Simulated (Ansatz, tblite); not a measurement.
# The cluster HAu2+: rung by rung

Aim: run the singlet of the cluster HAu2+ at one geometry on many levels, and compare frontier levels, spin and run time.

Computed with Ansatz 0.2.0, Gaussian basis. Level: as each input shows.

Plan: GFN1-xTB, GFN2-xTB, PBE-D4/def2-TZVP, r2SCAN-D4/def2-TZVP, PBE-QIDH/def2-TZVP, r2SCANh-D4/def2-TZVP, revPBE-D4/def2-TZVP, r2SCAN0-D4/def2-TZVP, B97M-V/def2-TZVP, PBE-D4/def2-SVP, PBE0-D4/def2-SVP, CCSD(T)/def2-TZVPP, MP2/def2-TZVP, RPA/def2-TZVP.

1 further run of the same task is left out (set aside as unsound or not needed). Runs told in other sessions of the task aren't counted.

**1. The geometry**

The geometry is that of the singlet, from an earlier relaxation (PBE-D4/def2-TZVP). At that level it is the lowest of the isomers that a small search found.

3 atoms, charge 1, spin multiplicity 1.

Bond lengths: Au1–Au2 2.617 Å, Au1–H3 1.709 Å, Au2–H3 1.709 Å. Angles: Au2–Au1–H3 40.0°, Au1–Au2–H3 40.1°, Au1–H3–Au2 99.9°.

Au takes a core potential in the def2 sets. No spin-orbit coupling is included. The ion is computed in the gas phase, without counter-ions or solvent.

PBE0-D4/def2-TZVP was run before; its log isn't repeated, and its numbers join the tables.

**2. GFN1-xTB**

Tight binding, by tblite at 300 K electronic temperature and without a spin-polarisation term:

```python
tblite.interface.Calculator('GFN1-xTB', numbers, positions, charge=1, uhf=0).singlepoint()
```

Energy -214.4333 eV, HOMO -18.13 eV, LUMO -17.15 eV; 0.003 s.

**3. GFN2-xTB**

Tight binding, by tblite at 300 K electronic temperature and without a spin-polarisation term:

```python
tblite.interface.Calculator('GFN2-xTB', numbers, positions, charge=1, uhf=0).singlepoint()
```

Energy -212.3062 eV, HOMO -17.35 eV, LUMO -13.25 eV; 0.002 s.

**4. PBE-D4/def2-TZVP**

start.molden holds the orbitals of an earlier run on this state, given as this run's starting guess.

The input, in.yaml:

```yaml
crystal:
  periodic: [false, false, false]
  atoms:
    - {symbol: Au, position_ang: [0.804607, -0.998972, 0.448269]}
    - {symbol: Au, position_ang: [-0.954065, 0.930038, 0.266199]}
    - {symbol: H, position_ang: [0.149448, 0.068934, -0.714469]}
basis:
  gaussian: {orbitals: def2-TZVP, initial_orbitals: start.molden}
total_charge: 1
hamiltonian: {xc: pbe, dispersion: d4}
scf: {omitted_lower_state_checks: [starts]}
output: {orbitals: {seedname: orbitals}}
```

Launch:

```
> ansatz run in.yaml --threads 4 --pin off --events-out ev --progress --plain --max-ram 3916MiB
```

The runs that follow: r2SCAN-D4/def2-TZVP; PBE-QIDH/def2-TZVP; r2SCANh-D4/def2-TZVP; revPBE-D4/def2-TZVP; r2SCAN0-D4/def2-TZVP; B97M-V/def2-TZVP; PBE-D4/def2-SVP; PBE0-D4/def2-SVP; CCSD(T)/def2-TZVPP; MP2/def2-TZVP; RPA/def2-TZVP.

**Question.** What will the summary of the whole plan be? Wanted: gap in def2-TZVP, named functionals, smallest and largest; correlation energy, CCSD(T)/def2-TZVPP; correlation energy, MP2/def2-TZVP; PBE0 total energy, smallest basis above largest.

**Answer**, as computed:

| quantity | value |
| --- | --- |
| gap in def2-TZVP, named functionals, smallest and largest | 2.80 eV (PBE-D4), 5.23 eV (r2SCAN0-D4) |
| correlation energy, CCSD(T)/def2-TZVPP | -31.72 eV |
| correlation energy, MP2/def2-TZVP | -22.20 eV |
| PBE0 total energy, smallest basis above largest | 0.41 eV (def2-SVP, def2-TZVP) |

**Reading.** Orbital gaps of the named functionals in def2-TZVP span 2.80 eV (PBE-D4) to 5.23 eV (r2SCAN0-D4); exact exchange widens it.
